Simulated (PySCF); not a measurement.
## Vibration and rotation of ClF⁺

ROHF-CCSD(T) constants of ClF⁺, ²Π (doublet), unpaired electrons π ↑ (basis Cl STO-3G, F STO-3G; no relativity; PySCF 2.14; masses 34.9689 and 18.9984 u):

* ωe: 851.6 cm⁻¹
* ωexe: 4.61 cm⁻¹
* Be: 0.46596 cm⁻¹
* αe: 0.00316 cm⁻¹
* D (centrifugal): 5.58e-07 cm⁻¹

Give the vibrational terms G(v) and spacings up to v = 6.

G(v) = ωe(v+½) − ωexe(v+½)².

```csv
v,G(v) (cm⁻¹),G(v) − G(v−1),Bv (cm⁻¹)
0,424.6,,0.4644
1,1267.0,842.4,0.4612
2,2100.2,833.2,0.4581
3,2924.1,823.9,0.4549
4,3738.8,814.7,0.4517
5,4544.3,805.5,0.4486
6,5340.6,796.3,0.4454
```

Correlated steps freeze 6 core orbitals. STO-3G is very small, so such numbers show the basis as much as the molecule. The state was picked by a PBE0 search and need not be the measured ground state.
